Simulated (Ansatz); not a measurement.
# Al₂H (quartet): PBE0, B3LYP over a scan of the distance Al1–Al2, cc-pVDZ

Aim: run Al₂H (quartet) with these functionals over a scan of the distance Al1–Al2, and hold them against the top wave-function level at the same points.

Method: cc-pVDZ, all electrons in the functionals; program: Ansatz 0.2.0, Gaussian basis.

The runs, in order: PBE0, B3LYP, at 1.910 Å; 2.099 Å; 2.360 Å; 2.554 Å; 2.870 Å; 3.215 Å; 3.831 Å; 4.282 Å; 5.239 Å; 6.453 Å; 7.967 Å.

8 further runs of the same task are left out: 8 for a known fault of the program.

## 1. The geometry

The geometry derives from a PBE0/def2-TZVP stationary point (not a proven minimum). One bond is set to the value named and the two fragments are kept rigid.

3 atoms, charge 0, spin multiplicity 4.

Atoms are counted from 1 here; the program's logs count them from 0.

Bond lengths: Al1–Al2 2.360 Å, Al1–H3 1.583 Å. Angles: Al2–Al1–H3 180.0°.

No dispersion term is added. B3LYP takes the VWN-RPA correlation.

The geometry shown and the zero of energy belong to the point 2.360 Å. The yardstick, FCI, and other wave-function levels (R restricted, U unrestricted, valence and pair active spaces) come from earlier runs.

## 2. PBE0, 1.910 Å

The input, in.yaml:

```yaml
crystal:
  periodic: [false, false, false]
  atoms:
    - {symbol: Al, position_ang: [0.000000, 0.000000, 0.108918]}
    - {symbol: Al, position_ang: [0.000000, 0.000000, -1.801082]}
    - {symbol: H, position_ang: [0.000000, 0.000000, 1.692165]}
basis:
  gaussian: {orbitals: cc-pVDZ}
magnetization: {spin_polarized: true, initial_magnetization: 3}
hamiltonian: {xc: {name: PBE0}}
output: {forces: true, orbitals: {seedname: orbitals}}
```

Command:

```console
> ansatz run in.yaml --threads 1 --pin off --events-out ev --progress --plain --max-ram 4096MiB --backend cpu
```

After this run come: PBE0, 2.099 Å; PBE0, 2.360 Å; PBE0, 2.554 Å; PBE0, 2.870 Å; PBE0, 3.215 Å; PBE0, 3.831 Å; PBE0, 4.282 Å; PBE0, 5.239 Å; PBE0, 6.453 Å; PBE0, 7.967 Å; B3LYP, 1.910 Å; B3LYP, 2.099 Å; B3LYP, 2.360 Å; B3LYP, 2.554 Å; B3LYP, 2.870 Å; B3LYP, 3.215 Å; B3LYP, 3.831 Å; B3LYP, 4.282 Å; B3LYP, 5.239 Å; B3LYP, 6.453 Å; B3LYP, 7.967 Å.

**Question.** What will the summary of the whole plan be? Wanted: span of the FCI curve; largest miss, PBE0; largest miss, B3LYP.

**Answer**, as computed:

| quantity | value |
| --- | --- |
| span of the FCI curve | 197.8 kJ/mol |
| largest miss, PBE0 | +31.0 kJ/mol (4.282 Å) |
| largest miss, B3LYP | -22.0 kJ/mol (1.910 Å) |

Of the functionals, B3LYP keep the smallest largest miss at the points compared (at most 22.0 kJ/mol) and PBE0 strays most (31.0 kJ/mol, at 4.282 Å). Functionals and the yardstick converge differently with the basis, so part of each miss in cc-pVDZ is the basis.
